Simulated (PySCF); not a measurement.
Species: C4H9N.
SMILES with atom numbers: `[CH3:1][NH:2][CH:3]1[CH2:4][CH2:5]1`

Geometry (PBE0-D3(BJ)/def2-SVP, Å), atoms numbered from 1 in this order:
```xyz
14
C4H9N angstrom
C      1.8831    0.5228    0.0659
N      0.8707   -0.4816    0.2844
C     -0.3381   -0.2617   -0.4358
C     -1.3756    0.6133    0.2054
C     -1.5940   -0.8678    0.1105
H      1.5225    1.4983    0.4302
H      2.1760    0.6604   -0.9978
H      2.7907    0.2744    0.6368
H      1.2348   -1.4104    0.0870
H     -0.2698   -0.1902   -1.5362
H     -1.9676    1.2752   -0.4319
H     -1.1247    1.0191    1.1888
H     -1.4890   -1.4484    1.0303
H     -2.3384   -1.2472   -0.5943
```

Definitions: NICS(0) = −σiso at the ring centroid; NICS(1) = −σiso and NICS(1)zz = −σzz at ±1 Å along the ring normal z. Level: GIAO PBE0/pcSseg-1 (PySCF, non-relativistic, gas phase) on the PBE0-D3(BJ)/def2-SVP geometry, one conformer.

Ring bond lengths (Å), with Mayer bond orders in brackets: C3–C4 1.501 (0.94), C4–C5 1.500 (0.98), C5–C3 1.498 (0.97).

Q: What do the NICS probes read (ppm)?

A: 
```csv
ring,type,NICS(0),"NICS(1), two faces","NICS(1)zz, two faces",rms pucker (Å),"centre to ring atoms, mean (Å)"
C3–C4–C5,3-membered carbocycle; formal bonds all single,-42.8,-8.0 / -9.5,-19.4 / -24.2,0.00,0.87
```

Q: What can be read from them?

A: 
- C3–C4–C5: mean NICS(1)zz -21.8 ppm, shielded. C3, C4, C5 have four or more neighbours, and the NICS criterion for π rings isn't applied. The two faces differ by 4.8 ppm, so no symmetry operation interchanges them. NICS(0) lies 34 ppm below the mean NICS(1).

Q: At the first NICS(1) probe listed for ring C3–C4–C5, 1 Å off the ring, what do the in-plane components average?

A: The isotropic value is a third of the trace: (3 × -8.0 − (-19.4))/2 = -2.3 ppm.

Q: Give the inner angles of the rings and the Hirshfeld charges of the ring atoms.

A: 
- C3–C4–C5: C3 60.0° (-0.004 e), C4 59.9° (-0.096 e), C5 60.1° (-0.096 e); sum 180.0° against 180° for a flat convex ring.

Q: What are the shieldings of the ring atoms and their hydrogens in the same run (means over atoms taken as equivalent)?

A: 
```
   atoms                   environment  σ isotropic (ppm)
      C3  sp3 carbon bound to nitrogen              152.2
 C4 (×2)    three-membered-ring carbon              175.7
     H10              methine hydrogen              29.51
H11 (×2)            methylene hydrogen              30.90
H12 (×2)            methylene hydrogen              30.93
```

Q: How do the values depend on the level or the medium?

A: 
```tsv
level	NICS(0), C3–C4–C5	mean NICS(1)zz, C3–C4–C5
PBE0/pcSseg-1, gas	-42.8	-21.8
wB97X-D/pcSseg-2, gas	-43.4	-22.8
```

The geometry is the same throughout.

On Arm Neoverse V1, one thread, shared host with 32 logical CPUs at a one-minute load of 13, this took 15 s wall (grids of density and orbitals included) and 0.63 GiB of memory at its peak. This is the whole shielding run at PBE0/pcSseg-1, SCF included.
